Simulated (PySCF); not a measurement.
## allyl fluoride (C=CCF, C3H5F)

Cartesian coordinates in Å; atom numbers follow the order of the lines, from 1:
```xyz
9

C     0.4682    1.2968    0.0858
C     0.1191    0.1816   -0.5347
C    -0.3942   -1.0422    0.1357
F    -0.4931   -0.8814    1.4994
H     0.3955    1.3836    1.1631
H     0.8366    2.1528   -0.4658
H     0.1957    0.1034   -1.6170
H    -1.3889   -1.3025   -0.2463
H     0.2712   -1.8931   -0.0549
```

The calculation used PySCF 2.14.0, quadratic response CAM-B3LYP/aug-cc-pVTZ first hyperpolarisability, Taylor convention, gas phase. Geometry: PBE0-D3(BJ)/def2-TZVP.

(1) Give the tensor of the second harmonic β(−2ω;ω,ω) at 1907 nm in the axes of these coordinates.

Results:

(1) In au, Taylor convention; rows are the first index (the induced dipole):
|  | xx | yy | zz | xy | xz | yz |
| --- | --- | --- | --- | --- | --- | --- |
| x | -27.5 | -4.5 | -4.3 | -17.8 | +19.5 | -0.1 |
| y | -18.2 | -45.6 | -10.0 | -4.4 | -0.1 | +21.5 |
| z | +19.3 | +21.4 | +45.8 | -0.1 | -4.2 | -9.8 |

Norm of βᵢ = ⅓ Σⱼ (βᵢⱼⱼ + βⱼᵢⱼ + βⱼⱼᵢ): 119.2 au, hyper-Rayleigh value 43.9 au.
